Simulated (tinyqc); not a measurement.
UHF in the sto-3g basis, for BH, spin multiplicity 3, step by step (part 1 of 2). Computed by tinyqc, a small Python program that keeps every step (integrals from PySCF). Settings: charge = 0, multiplicity = 3, basis = sto-3g, energy threshold = 1e-10, iteration cap = 86, orthogonalisation = symmetric, start = atomic densities, DIIS depth = 6, DIIS from iteration = 3, method = UHF. Command: `OMP_NUM_THREADS=1 python tinyqc.py 31941 31942 out.jsonl` (the two numbers bound the seeds that draw the settings). One thread of a shared host (Intel(R) Xeon(R) Processor @ 2.60GHz), about 0.1 s of CPU time with the checks. Later iterations appear only in the table of the cycle.

## One-electron integrals

Geometry (angstrom):
```
atom        x        y        z
B     0.00000  0.00000  0.00000
H     0.00000  0.00000  1.26100
```

Basis sto-3g: exponents (1/bohr^2) and contraction coefficients of normalised primitives:
```
element  l (shell)  exponent  coefficient
B            s (1)  48.79111      0.15433
B            s (1)   8.88736      0.53533
B            s (1)   2.40527      0.44463
B            s (2)   2.23696     -0.09997
B            s (2)   0.51982      0.39951
B            s (2)   0.16906      0.70012
B            p (3)   2.23696      0.15592
B            p (3)   0.51982      0.60768
B            p (3)   0.16906      0.39196
H            s (1)   3.42525      0.15433
H            s (1)   0.62391      0.53533
H            s (1)   0.16886      0.44463
```

Overlap, kinetic and nuclear-attraction integrals over the contracted functions; the nuclear repulsion is the sum of Za Zb / Rab.

nuclear repulsion = 2.0982443 hartree

overlap S:
```
          1B 1s    1B 2s   1B 2px   1B 2py   1B 2pz    2H 1s
1B 1s   1.00000  0.26933  0.00000  0.00000  0.00000  0.05657
1B 2s   0.26933  1.00000  0.00000  0.00000  0.00000  0.43985
1B 2px  0.00000  0.00000  1.00000  0.00000  0.00000  0.00000
1B 2py  0.00000  0.00000  0.00000  1.00000  0.00000  0.00000
1B 2pz  0.00000  0.00000  0.00000  0.00000  1.00000  0.46333
2H 1s   0.05657  0.43985  0.00000  0.00000  0.46333  1.00000
```

kinetic energy T (hartree):
```
           1B 1s     1B 2s   1B 2px   1B 2py   1B 2pz     2H 1s
1B 1s   10.82630  -0.04797  0.00000  0.00000  0.00000  -0.01429
1B 2s   -0.04797   0.35917  0.00000  0.00000  0.00000   0.07170
1B 2px   0.00000   0.00000  1.12388  0.00000  0.00000   0.00000
1B 2py   0.00000   0.00000  0.00000  1.12388  0.00000   0.00000
1B 2pz   0.00000   0.00000  0.00000  0.00000  1.12388   0.19542
2H 1s   -0.01429   0.07170  0.00000  0.00000  0.19542   0.76003
```

nuclear attraction V (hartree):
```
            1B 1s     1B 2s    1B 2px    1B 2py    1B 2pz     2H 1s
1B 1s   -23.56704  -3.25239   0.00000   0.00000  -0.01655  -0.68866
1B 2s    -3.25239  -4.17998   0.00000   0.00000  -0.14895  -1.62577
1B 2px    0.00000   0.00000  -4.11333   0.00000   0.00000   0.00000
1B 2py    0.00000   0.00000   0.00000  -4.11333   0.00000   0.00000
1B 2pz   -0.01655  -0.14895   0.00000   0.00000  -4.22245  -1.64108
2H 1s    -0.68866  -1.62577   0.00000   0.00000  -1.64108  -3.30195
```

core Hamiltonian H = T + V (hartree):
```
            1B 1s     1B 2s    1B 2px    1B 2py    1B 2pz     2H 1s
1B 1s   -12.74073  -3.30035   0.00000   0.00000  -0.01655  -0.70296
1B 2s    -3.30035  -3.82081   0.00000   0.00000  -0.14895  -1.55407
1B 2px    0.00000   0.00000  -2.98945   0.00000   0.00000   0.00000
1B 2py    0.00000   0.00000   0.00000  -2.98945   0.00000   0.00000
1B 2pz   -0.01655  -0.14895   0.00000   0.00000  -3.09857  -1.44566
2H 1s    -0.70296  -1.55407   0.00000   0.00000  -1.44566  -2.54191
```

## Two-electron integrals

Functions are numbered as in S; the eight-fold symmetry (ij|kl) = (ji|kl) = (kl|ij) leaves the list below.

Two-electron integrals (ij|kl) in chemists' order, unique and non-zero (hartree):
```
(11|11) 2.92351   (21|11) 0.51838   (21|21) 0.10926   (22|11) 0.74423
(22|21) 0.19318   (22|22) 0.54480   (31|31) 0.02026   (32|31) 0.03000
(32|32) 0.12035   (33|11) 0.74249   (33|21) 0.19324   (33|22) 0.54468
(33|33) 0.58677   (41|41) 0.02026   (42|41) 0.03000   (42|42) 0.12035
(43|43) 0.03163   (44|11) 0.74249   (44|21) 0.19324   (44|22) 0.54468
(44|33) 0.52351   (44|44) 0.58677   (51|51) 0.02026   (52|51) 0.03000
(52|52) 0.12035   (53|53) 0.03163   (54|54) 0.03163   (55|11) 0.74249
(55|21) 0.19324   (55|22) 0.54468   (55|33) 0.52351   (55|44) 0.52351
(55|55) 0.58677   (61|11) 0.10849   (61|21) 0.02279   (61|22) 0.04044
(61|33) 0.04024   (61|44) 0.04024   (61|51) 0.00166   (61|52) 0.00305
(61|55) 0.04086   (61|61) 0.00491   (62|11) 0.25706   (62|21) 0.06774
(62|22) 0.20957   (62|33) 0.20362   (62|44) 0.20362   (62|51) 0.00747
(62|52) 0.04508   (62|55) 0.22127   (62|61) 0.01509   (62|62) 0.11023
(63|31) 0.00685   (63|32) 0.03182   (63|53) 0.00847   (63|63) 0.01230
(64|41) 0.00685   (64|42) 0.03182   (64|54) 0.00847   (64|64) 0.01230
(65|11) 0.23888   (65|21) 0.06379   (65|22) 0.20829   (65|33) 0.19720
(65|44) 0.19720   (65|51) 0.01294   (65|52) 0.07285   (65|55) 0.23025
(65|61) 0.01492   (65|62) 0.12836   (65|65) 0.15875   (66|11) 0.41458
(66|21) 0.11129   (66|22) 0.38911   (66|33) 0.36589   (66|44) 0.36589
(66|51) 0.01508   (66|52) 0.12022   (66|55) 0.43510   (66|61) 0.02529
(66|62) 0.26004   (66|65) 0.32941   (66|66) 0.77461
```

## Orthogonalisation

S = U s U^T; symmetric (Loewdin) form X = U s^(-1/2) U^T, so that X^T S X = 1.

eigenvalues of S: 0.34663  0.79666  1.00000  1.00000  1.17091  1.68580

X:
```
           1B 1s     1B 2s   1B 2px   1B 2py    1B 2pz     2H 1s
1B 1s    1.03026  -0.15313  0.00000  0.00000  -0.01222   0.02742
1B 2s   -0.15313   1.14058  0.00000  0.00000   0.11464  -0.31198
1B 2px   0.00000   0.00000  1.00000  0.00000   0.00000   0.00000
1B 2py   0.00000   0.00000  0.00000  1.00000   0.00000   0.00000
1B 2pz  -0.01222   0.11464  0.00000  0.00000   1.11751  -0.32115
2H 1s    0.02742  -0.31198  0.00000  0.00000  -0.32115   1.22485
```

## Starting guess

The start is atomic minimal-basis densities projected into this basis (PySCF's MINAO start) and scaled to the electron count of each spin; this density is not idempotent, so its energy is not variational and may lie below the converged one.

D(alpha) at the start:
```
           1B 1s     1B 2s   1B 2px   1B 2py    1B 2pz     2H 1s
1B 1s    1.45186  -0.37090  0.00000  0.00000   0.01266  -0.02729
1B 2s   -0.37090   1.38552  0.00000  0.00000  -0.03955   0.10071
1B 2px   0.00000   0.00000  0.21384  0.00000   0.00000   0.00000
1B 2py   0.00000   0.00000  0.00000  0.21384   0.00000   0.00000
1B 2pz   0.01266  -0.03955  0.00000  0.00000   0.18988   0.03333
2H 1s   -0.02729   0.10071  0.00000  0.00000   0.03333   0.62846
```

D(beta) at the start:
```
           1B 1s     1B 2s   1B 2px   1B 2py    1B 2pz     2H 1s
1B 1s    0.72593  -0.18545  0.00000  0.00000   0.00633  -0.01364
1B 2s   -0.18545   0.69276  0.00000  0.00000  -0.01977   0.05036
1B 2px   0.00000   0.00000  0.10692  0.00000   0.00000   0.00000
1B 2py   0.00000   0.00000  0.00000  0.10692   0.00000   0.00000
1B 2pz   0.00633  -0.01977  0.00000  0.00000   0.09494   0.01667
2H 1s   -0.01364   0.05036  0.00000  0.00000   0.01667   0.31423
```

## Iteration 1: building the Fock matrix

J_ij = sum D_kl (ij|kl) with D = D(alpha) + D(beta), K_ij = sum D_kl (ik|jl) for each spin; F = H + J - K(s); E = tr D H + tr D J / 2 - 0.5 sum_s tr D(s) K(s) + E_nn.

Coulomb J (hartree):
```
          1B 1s    1B 2s   1B 2px   1B 2py   1B 2pz    2H 1s
1B 1s   8.50798  1.71771  0.00000  0.00000  0.01484  0.36160
1B 2s   1.71771  3.49028  0.00000  0.00000  0.12084  1.39862
1B 2px  0.00000  0.00000  3.46208  0.00000  0.00000  0.00000
1B 2py  0.00000  0.00000  0.00000  3.46208  0.00000  0.00000
1B 2pz  0.01484  0.12084  0.00000  0.00000  3.53362  1.43005
2H 1s   0.36160  1.39862  0.00000  0.00000  1.43005  2.77231
```

exchange K(alpha) (hartree):
```
          1B 1s    1B 2s   1B 2px   1B 2py   1B 2pz    2H 1s
1B 1s   4.02575  0.73531  0.00000  0.00000  0.01216  0.17135
1B 2s   0.73531  0.95528  0.00000  0.00000  0.09058  0.52015
1B 2px  0.00000  0.00000  0.32648  0.00000  0.00000  0.00000
1B 2py  0.00000  0.00000  0.00000  0.32648  0.00000  0.00000
1B 2pz  0.01216  0.09058  0.00000  0.00000  0.42794  0.34839
2H 1s   0.17135  0.52015  0.00000  0.00000  0.34839  0.73405
```

exchange K(beta) (hartree):
```
          1B 1s    1B 2s   1B 2px   1B 2py   1B 2pz    2H 1s
1B 1s   2.01287  0.36766  0.00000  0.00000  0.00608  0.08568
1B 2s   0.36766  0.47764  0.00000  0.00000  0.04529  0.26007
1B 2px  0.00000  0.00000  0.16324  0.00000  0.00000  0.00000
1B 2py  0.00000  0.00000  0.00000  0.16324  0.00000  0.00000
1B 2pz  0.00608  0.04529  0.00000  0.00000  0.21397  0.17420
2H 1s   0.08568  0.26007  0.00000  0.00000  0.17420  0.36703
```

F(alpha) (hartree):
```
           1B 1s     1B 2s   1B 2px   1B 2py    1B 2pz     2H 1s
1B 1s   -8.25850  -2.31796  0.00000  0.00000  -0.01387  -0.51271
1B 2s   -2.31796  -1.28582  0.00000  0.00000  -0.11868  -0.67560
1B 2px   0.00000   0.00000  0.14614  0.00000   0.00000   0.00000
1B 2py   0.00000   0.00000  0.00000  0.14614   0.00000   0.00000
1B 2pz  -0.01387  -0.11868  0.00000  0.00000   0.00711  -0.36400
2H 1s   -0.51271  -0.67560  0.00000  0.00000  -0.36400  -0.50365
```

F(beta) (hartree):
```
           1B 1s     1B 2s   1B 2px   1B 2py    1B 2pz     2H 1s
1B 1s   -6.24563  -1.95030  0.00000  0.00000  -0.00779  -0.42703
1B 2s   -1.95030  -0.80818  0.00000  0.00000  -0.07339  -0.41553
1B 2px   0.00000   0.00000  0.30938  0.00000   0.00000   0.00000
1B 2py   0.00000   0.00000  0.00000  0.30938   0.00000   0.00000
1B 2pz  -0.00779  -0.07339  0.00000  0.00000   0.22108  -0.18981
2H 1s   -0.42703  -0.41553  0.00000  0.00000  -0.18981  -0.13663
```

total energy of this density = -25.1713106 hartree

This density is the starting one; it is not idempotent, so its energy is not variational and may lie below the converged one.

## Iteration 1: diagonalisation and new density

Diagonalise F' = X^T F X, C = X C', fill 4 alpha and 2 beta electrons from the bottom; D(s) = C_occ C_occ^T. Each column has its largest component positive (the first on a tie).

F' = X^T F X (alpha) (hartree):
```
          1         2        3        4         5         6
1  -8.08819  -1.13334  0.00000  0.00000  -0.02083  -0.06482
2  -1.13334  -0.67834  0.00000  0.00000   0.07420  -0.44846
3   0.00000   0.00000  0.14614  0.00000   0.00000   0.00000
4   0.00000   0.00000  0.00000  0.14614   0.00000   0.00000
5  -0.02083   0.07420  0.00000  0.00000   0.22227  -0.41269
6  -0.06482  -0.44846  0.00000  0.00000  -0.41269  -0.10186
```

orbital energies (alpha) (hartree): MO1 -8.25978, MO2 -0.81175, MO3 -0.17290, MO4 0.14614, MO5 0.14614, MO6 0.59832

coefficients C (alpha):
```
             MO1       MO2       MO3       MO4      MO5       MO6
1B 1s    0.99631  -0.23736  -0.15987   0.00000  0.00000   0.10612
1B 2s    0.01343   0.74978   0.70637   0.00000  0.00000  -0.61117
1B 2px   0.00000   0.00000   0.00000  -0.08312  0.99654   0.00000
1B 2py   0.00000   0.00000   0.00000   0.99654  0.08312   0.00000
1B 2pz   0.00193   0.09856  -0.50244   0.00000  0.00000  -1.05029
2H 1s   -0.00015   0.41173  -0.60607   0.00000  0.00000   1.07918
```

F' = X^T F X (beta) (hartree):
```
          1         2        3        4         5         6
1  -6.05359  -1.10393  0.00000  0.00000  -0.02616  -0.03826
2  -1.10393  -0.27739  0.00000  0.00000   0.08313  -0.35007
3   0.00000   0.00000  0.30938  0.00000   0.00000   0.00000
4   0.00000   0.00000  0.00000  0.30938   0.00000   0.00000
5  -0.02616   0.08313  0.00000  0.00000   0.40081  -0.34936
6  -0.03826  -0.35007  0.00000  0.00000  -0.34936   0.19148
```

orbital energies (beta) (hartree): MO1 -6.25901, MO2 -0.32981, MO3 0.09377, MO4 0.30938, MO5 0.30938, MO6 0.75636

coefficients C (beta):
```
             MO1       MO2       MO3       MO4      MO5       MO6
1B 1s    0.98534  -0.25017  -0.18860   0.00000  0.00000   0.12936
1B 2s    0.05275   0.69275   0.72120   0.00000  0.00000  -0.65728
1B 2px   0.00000   0.00000   0.00000  -0.10910  0.99403   0.00000
1B 2py   0.00000   0.00000   0.00000   0.99403  0.10910   0.00000
1B 2pz   0.00650   0.11991  -0.54889   0.00000  0.00000  -1.02448
2H 1s   -0.01128   0.46399  -0.52021   0.00000  0.00000   1.10247
```

D(alpha) after iteration 1:
```
           1B 1s     1B 2s    1B 2px    1B 2py    1B 2pz     2H 1s
1B 1s    1.07453  -0.27752   0.00000   0.00000   0.05885  -0.00098
1B 2s   -0.27752   1.06131   0.00000   0.00000  -0.28099  -0.11941
1B 2px   0.00000   0.00000   0.00691  -0.08284   0.00000   0.00000
1B 2py   0.00000   0.00000  -0.08284   0.99309   0.00000   0.00000
1B 2pz   0.05885  -0.28099   0.00000   0.00000   0.26217   0.34510
2H 1s   -0.00098  -0.11941   0.00000   0.00000   0.34510   0.53685
```

D(beta) after iteration 1:
```
           1B 1s     1B 2s   1B 2px   1B 2py    1B 2pz     2H 1s
1B 1s    1.03348  -0.12133  0.00000  0.00000  -0.02360  -0.12719
1B 2s   -0.12133   0.48269  0.00000  0.00000   0.08341   0.32084
1B 2px   0.00000   0.00000  0.00000  0.00000   0.00000   0.00000
1B 2py   0.00000   0.00000  0.00000  0.00000   0.00000   0.00000
1B 2pz  -0.02360   0.08341  0.00000  0.00000   0.01442   0.05557
2H 1s   -0.12719   0.32084  0.00000  0.00000   0.05557   0.21542
```

Within a degenerate level the vectors are fixed only up to a rotation; this is one choice.

## Iteration 2: building the Fock matrix

As before.

Coulomb J (hartree):
```
          1B 1s    1B 2s    1B 2px    1B 2py   1B 2pz    2H 1s
1B 1s   8.42528  1.70682   0.00000   0.00000  0.01387  0.35921
1B 2s   1.70682  3.48494   0.00000   0.00000  0.12076  1.39798
1B 2px  0.00000  0.00000   3.42576  -0.00524  0.00000  0.00000
1B 2py  0.00000  0.00000  -0.00524   3.48814  0.00000  0.00000
1B 2pz  0.01387  0.12076   0.00000   0.00000  3.52830  1.43020
2H 1s   0.35921  1.39798   0.00000   0.00000  1.43020  2.77070
```

exchange K(alpha) (hartree):
```
          1B 1s     1B 2s    1B 2px    1B 2py    1B 2pz    2H 1s
1B 1s   2.99333   0.56157   0.00000   0.00000   0.00052  0.12360
1B 2s   0.56157   0.78040   0.00000   0.00000  -0.03364  0.36618
1B 2px  0.00000   0.00000   0.18144  -0.04599   0.00000  0.00000
1B 2py  0.00000   0.00000  -0.04599   0.72891   0.00000  0.00000
1B 2pz  0.00052  -0.03364   0.00000   0.00000   0.54502  0.38813
2H 1s   0.12360   0.36618   0.00000   0.00000   0.38813  0.67848
```

exchange K(beta) (hartree):
```
           1B 1s    1B 2s   1B 2px   1B 2py    1B 2pz    2H 1s
1B 1s    2.93691  0.52880  0.00000  0.00000  -0.00232  0.10563
1B 2s    0.52880  0.47675  0.00000  0.00000   0.16643  0.34616
1B 2px   0.00000  0.00000  0.09448  0.00000   0.00000  0.00000
1B 2py   0.00000  0.00000  0.00000  0.09448   0.00000  0.00000
1B 2pz  -0.00232  0.16643  0.00000  0.00000   0.18346  0.22868
2H 1s    0.10563  0.34616  0.00000  0.00000   0.22868  0.44152
```

F(alpha) (hartree):
```
           1B 1s     1B 2s   1B 2px    1B 2py    1B 2pz     2H 1s
1B 1s   -7.30879  -2.15510  0.00000   0.00000  -0.00319  -0.46735
1B 2s   -2.15510  -1.11628  0.00000   0.00000   0.00545  -0.52227
1B 2px   0.00000   0.00000  0.25487   0.04075   0.00000   0.00000
1B 2py   0.00000   0.00000  0.04075  -0.23022   0.00000   0.00000
1B 2pz  -0.00319   0.00545  0.00000   0.00000  -0.11529  -0.40359
2H 1s   -0.46735  -0.52227  0.00000   0.00000  -0.40359  -0.44970
```

F(beta) (hartree):
```
           1B 1s     1B 2s    1B 2px    1B 2py    1B 2pz     2H 1s
1B 1s   -7.25237  -2.12234   0.00000   0.00000  -0.00035  -0.44937
1B 2s   -2.12234  -0.81263   0.00000   0.00000  -0.19462  -0.50225
1B 2px   0.00000   0.00000   0.34183  -0.00524   0.00000   0.00000
1B 2py   0.00000   0.00000  -0.00524   0.40422   0.00000   0.00000
1B 2pz  -0.00035  -0.19462   0.00000   0.00000   0.24628  -0.24414
2H 1s   -0.44937  -0.50225   0.00000   0.00000  -0.24414  -0.21274
```

total energy of this density = -24.7095149 hartree

## Iteration 2: diagonalisation and new density

As before.

F' = X^T F X (alpha) (hartree):
```
          1         2        3         4         5         6
1  -7.12602  -1.12343  0.00000   0.00000  -0.03253  -0.05039
2  -1.12343  -0.55861  0.00000   0.00000   0.19676  -0.35466
3   0.00000   0.00000  0.25487   0.04075   0.00000   0.00000
4   0.00000   0.00000  0.04075  -0.23022   0.00000   0.00000
5  -0.03253   0.19676  0.00000   0.00000   0.12587  -0.46516
6  -0.05039  -0.35466  0.00000   0.00000  -0.46516  -0.07741
```

orbital energies (alpha) (hartree): MO1 -7.31450, MO2 -0.61487, MO3 -0.34546, MO4 -0.23362, MO5 0.25826, MO6 0.63867

coefficients C (alpha):
```
             MO1       MO2       MO3       MO4      MO5       MO6
1B 1s    0.99123  -0.23075  -0.18272   0.00000  0.00000   0.12887
1B 2s    0.03233   0.66893   0.72757   0.00000  0.00000  -0.67599
1B 2px   0.00000   0.00000   0.00000  -0.08312  0.99654   0.00000
1B 2py   0.00000   0.00000   0.00000   0.99654  0.08312   0.00000
1B 2pz   0.00302   0.10848  -0.55420   0.00000  0.00000  -1.02291
2H 1s   -0.00627   0.49349  -0.50514   0.00000  0.00000   1.09669
```

F' = X^T F X (beta) (hartree):
```
          1         2         3         4         5         6
1  -7.06920  -1.14515   0.00000   0.00000  -0.00326  -0.03215
2  -1.14515  -0.22225   0.00000   0.00000  -0.02109  -0.41886
3   0.00000   0.00000   0.34183  -0.00524   0.00000   0.00000
4   0.00000   0.00000  -0.00524   0.40422   0.00000   0.00000
5  -0.00326  -0.02109   0.00000   0.00000   0.43864  -0.38248
6  -0.03215  -0.41886   0.00000   0.00000  -0.38248   0.16474
```

orbital energies (beta) (hartree): MO1 -7.25699, MO2 -0.43612, MO3 0.22636, MO4 0.34139, MO5 0.40465, MO6 0.77868

coefficients C (beta):
```
             MO1       MO2       MO3      MO4       MO5       MO6
1B 1s    0.99228  -0.21322  -0.20595  0.00000   0.00000   0.11528
1B 2s    0.02901   0.61997   0.80701  0.00000   0.00000  -0.63117
1B 2px   0.00000   0.00000   0.00000  0.99654  -0.08312   0.00000
1B 2py   0.00000   0.00000   0.00000  0.08312   0.99654   0.00000
1B 2pz   0.00383   0.20724  -0.51588  0.00000   0.00000  -1.02770
2H 1s   -0.00730   0.49519  -0.47924  0.00000   0.00000   1.10749
```

D(alpha) after iteration 2:
```
           1B 1s     1B 2s    1B 2px    1B 2py    1B 2pz     2H 1s
1B 1s    1.06918  -0.25526   0.00000   0.00000   0.07922  -0.02779
1B 2s   -0.25526   0.97788   0.00000   0.00000  -0.33056  -0.03762
1B 2px   0.00000   0.00000   0.00691  -0.08284   0.00000   0.00000
1B 2py   0.00000   0.00000  -0.08284   0.99309   0.00000   0.00000
1B 2pz   0.07922  -0.33056   0.00000   0.00000   0.31892   0.33347
2H 1s   -0.02779  -0.03762   0.00000   0.00000   0.33347   0.49875
```

D(beta) after iteration 2:
```
           1B 1s     1B 2s   1B 2px   1B 2py    1B 2pz     2H 1s
1B 1s    1.03008  -0.10341  0.00000  0.00000  -0.04038  -0.11283
1B 2s   -0.10341   0.38520  0.00000  0.00000   0.12859   0.30679
1B 2px   0.00000   0.00000  0.00000  0.00000   0.00000   0.00000
1B 2py   0.00000   0.00000  0.00000  0.00000   0.00000   0.00000
1B 2pz  -0.04038   0.12859  0.00000  0.00000   0.04296   0.10259
2H 1s   -0.11283   0.30679  0.00000  0.00000   0.10259   0.24527
```
